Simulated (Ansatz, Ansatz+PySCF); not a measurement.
| atom | x (Å) | y (Å) | z (Å) |
| --- | --- | --- | --- |
| H | 0.0000 | 0.5775 | -0.8924 |
| O | 0.0000 | -0.3981 | -0.8779 |
| O | 0.0000 | -0.6222 | 0.5589 |
| O | 0.0000 | 0.4429 | 1.2114 |

Basis set: cc-pVTZ (spherical functions). Frozen core: 3 orbitals. Correlation on ROHF uses semicanonical orbitals with singles. Charge 0, multiplicity 2.

Computed with Ansatz (development build ahead of 0.2.0); each method stands on the lowest determinant of its kind that the runs found.

The atomization energy at this shape (free ground-state atoms in the same class of orbitals less the molecule, no zero-point energy) of doublet HO₃:

```tsv
method	atomization energy
ROHF-MP2	939.2 kJ/mol
UHF-MP2	935.4 kJ/mol
```

Question: What does ROHF-CCSD(T) give?

Answer: 911.8 kJ/mol. Caution for ROHF-CCSD(T), ROHF-MP2: large amplitudes, a single reference is doubtful. Caution for ROHF-MP2, UHF-MP2: forces differ strongly between restricted and unrestricted references.
